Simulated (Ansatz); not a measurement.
**The cluster Ti2H2: structure and electronic state**

Aim: characterise the cluster Ti2H2 as a singlet: its structure, frontier levels and distribution of charge.

Program: Ansatz 0.2.0, Gaussian basis. Level of theory: RKS PBE0-D4/def2-TZVP. These are calculated values, not measurements.

Levels to be run: relaxation at r2SCAN-D4/def2-TZVP; a single point at PBE0-D4/def2-TZVP; harmonic vibrations at r2SCAN-D4/def2-TZVP.

3 further runs of the same task are left out: 3 that didn't finish. Runs told in other sessions of the task aren't counted.

## (1) The system as given

4 atoms, charge 0, spin multiplicity 1.

Atoms are counted from 1 here; the program's logs count them from 0.

Bond lengths: Ti1–Ti2 2.455 Å, Ti1–H4 1.690 Å, Ti2–H3 1.690 Å. Angles: Ti2–Ti1–H4 179.3°, Ti1–Ti2–H3 179.0°.

Coordinates:

```xyz
4
H2Ti2
Ti   -0.7087    0.7151   -0.7021
Ti    0.7056   -0.7155    0.7043
H     1.7005   -1.6978    1.6540
H    -1.6974    1.6982   -1.6562
```

No spin-orbit coupling is included.

The start is a GFN1-xTB geometry.

## (2) Optimising with r2SCAN-D4/def2-TZVP

Input file in.yaml:

```yaml
crystal:
  periodic: [false, false, false]
  atoms:
    - {symbol: Ti, position_ang: [-0.708660, 0.715080, -0.702130]}
    - {symbol: Ti, position_ang: [0.705640, -0.715500, 0.704330]}
    - {symbol: H, position_ang: [1.700460, -1.697780, 1.654010]}
    - {symbol: H, position_ang: [-1.697450, 1.698210, -1.656210]}
basis:
  gaussian: {orbitals: def2-TZVP}
hamiltonian: {xc: r2scan, dispersion: d4}
scf: {omitted_lower_state_checks: [starts]}
output: {orbitals: {seedname: orbitals}}
relax: {f_tol: 0.02, max_steps: 100}
```

Started as:

```
> ansatz run in.yaml --threads 4 --pin off --events-out ev --progress --plain --max-ram 3916MiB
```

The runs that follow: Single point, PBE0-D4/def2-TZVP; Vibrations by finite differences.

Q: Predict the results of all the runs planned. Wanted: point group; Ti–Ti bond; HOMO, LUMO at PBE0-D4/def2-TZVP; dipole at r2SCAN-D4/def2-TZVP; lowest, highest wavenumber.

The runs gave:

| quantity | value |
| --- | --- |
| point group | D∞h |
| Ti–Ti bond | 1.892 Å |
| HOMO, LUMO at PBE0-D4/def2-TZVP | -5.97, -2.99 eV |
| dipole at r2SCAN-D4/def2-TZVP | 0.00 D |
| lowest, highest wavenumber | 377, 1590 cm⁻¹ |

In words: The molecule keeps its bonding pattern by the stored test; the atoms moved 0.26 Å (rms). All wavenumbers are real: a minimum at this level. Whether this spin is the lowest isn't tested here.
